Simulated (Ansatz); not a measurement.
hcp Co was calculated with revPBE (Ansatz, a quantum-chemistry and plane-wave program, PAW).

Settings: plane-wave cutoff 520 eV, 24×24×14 k mesh (along the axes of the cell as run), Fermi–Dirac smearing 0.05 eV, spin-polarised with parallel moments, scalar-relativistic PAW data made under PBE.

A third-order Birch–Murnaghan fit to the energies gives V0 = 11.079 Å³/atom, B0 = 202 GPa, B′ = 4.7.

```tsv
V (Å³/atom)	P (GPa)
10.635	9.09
10.857	…
11.078	0.00
11.300	…
11.522	-7.24
```

Estimate the withheld pressures from this fit; the answers are the runs' own values.


- 10.857, P (GPa): 4.29
- 11.300, P (GPa): -3.83

The formula P = (3/2) B0 (x^(7/3) − x^(5/3)) [1 + (3/4)(B′ − 4)(x^(2/3) − 1)] with x = V0/V meets the computed pressures within 0.03 GPa when these rounded values are put in.

Shape and atoms are relaxed at each volume.

Measured, for comparison: bulk modulus 193 GPa (zero-point energy and finite temperature contributions removed, our sources range from 193 to 198; as tabulated in doi:10.1021/acs.jctc.3c00612). Computed (rounded) less measured: bulk modulus +5 % (+2 % to +5 % over the range).

Note: the bulk modulus comes from volumes at which shape and atoms were relaxed.

Computed values are for the static lattice.
